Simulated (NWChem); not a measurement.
**ethylene (C$_{2}$H$_{4}$) in NWChem**

SMILES: C=C
```xyz
6

C      0.0000     0.0000     0.6703
C      0.0000     0.0000    -0.6703
H      0.9374     0.0000     1.2507
H     -0.9374     0.0000     1.2507
H     -0.9374     0.0000    -1.2507
H      0.9374     0.0000    -1.2507
```
Charge 0, spin multiplicity 1.

Program: NWChem. The geometry was optimised at PBE/def2-SVP, a minimum by its harmonic frequencies.

The field's frequency is 0.0428 Ha (1065 nm). This basis has no diffuse functions, which lowers polarisabilities.

The Pople sets run with spherical d functions.

Question: Give the polarisability tensor in bohr³ at BHandHLYP/6-31G* (spherical d), in the frame of the coordinates, and its isotropic mean.

Answer: 
```
20.90   0.00   0.00
 0.00   8.42   0.00
 0.00   0.00  32.29
```
Mean (one third of the trace): 20.54 bohr³.
